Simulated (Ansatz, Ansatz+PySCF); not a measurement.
```xyz
2

P     0.0000    0.0000   -0.4358
N     0.0000    0.0000    0.9338
```

RHF on singlet PN was run in several spherical basis sets with Ansatz (development build ahead of 0.2.0). Caution for RHF: no unrestricted run beside it, a lower state can exist.

Problem. Rank the basis sets by the total energy that they give, lowest first, with the distance from the lowest.
A. def2-SVP
B. 6-31G(d)
C. 6-31G
D. def2-TZVP
E. cc-pVDZ
F. STO-3G
G. cc-pVTZ

Solution. D (0.00 eV), G (0.05 eV), E (1.03 eV), B (1.52 eV), C (4.26 eV), A (5.27 eV), F (124.88 eV).

Totals follow the description of the cores as much as that of the bonds, so this order isn't one of quality for chemistry.
